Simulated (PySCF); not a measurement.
**One molecule, many functionals**

Hydroxy acetaldehyde, C₂H₄O₂.
SMILES: `O=CCO`

Linear-response calculations in the def2-SVPD basis (PySCF; singlets by full response, triplets Tamm–Dancoff, core orbitals frozen in the response; HF means time-dependent Hartree–Fock). 'Strongest' is the level of largest summed f among the singlets computed (10 roots, of which the last may lack a degenerate partner); it can jump between rows when another state enters that window. S1 is the lowest singlet of each run and needn't be the same state throughout; f(S1) is that of one state. The structure is a single PBE0-D3(BJ)/def2-SVP conformer in the gas phase; no vibrational or solvent corrections.

```
functional                               kind  S1 (eV)  f(S1)  strongest (eV)  T1 (eV)  HOMO (eV)  gap (eV)  ionisation energy, ΔSCF (eV)
       LDA                                LDA     4.42  0.000            7.21     3.90      -6.84      4.15                         10.75
       PBE                                GGA     4.49  0.000            7.18     3.88      -6.70      4.25                         10.55
     B3LYP  global hybrid, 20% exact exchange     4.61  0.000            7.91     4.02      -8.09      6.52                         10.87
      PBE0  global hybrid, 25% exact exchange     4.64  0.000            8.18     4.00      -8.30      7.04                         10.80
 BHandHLYP  global hybrid, 50% exact exchange     4.81  0.000            9.70     4.21      -9.89      9.89                         10.83
 CAM-B3LYP             range-separated hybrid     4.63  0.000            8.41     4.04      -9.81      9.75                         10.98
   wB97X-D             range-separated hybrid     4.66  0.000            9.54     4.11     -10.24     10.88                         10.90
   LC-wPBE             range-separated hybrid     4.62  0.000            9.83     3.98     -11.10     12.34                         11.04
        HF                       Hartree–Fock     5.18  0.000            9.32     4.58     -12.36     14.82                   not settled
```

S1 runs from 4.42 eV (LDA) to 5.18 eV (HF), a spread of 0.75 eV, while the orbital gap spreads over 10.7 eV. Along PBE (0%), B3LYP (20%), PBE0 (25%), BHandHLYP (50%), HF (100%) S1 rises with the share of exact exchange. −ε(HOMO) comes closest to its own ΔSCF ionisation energy with LC-wPBE (+0.05 eV) and misses most with LDA (-3.90 eV). 'Not settled' means that the ion's SCF failed to converge or may have ended in another state than the lowest.
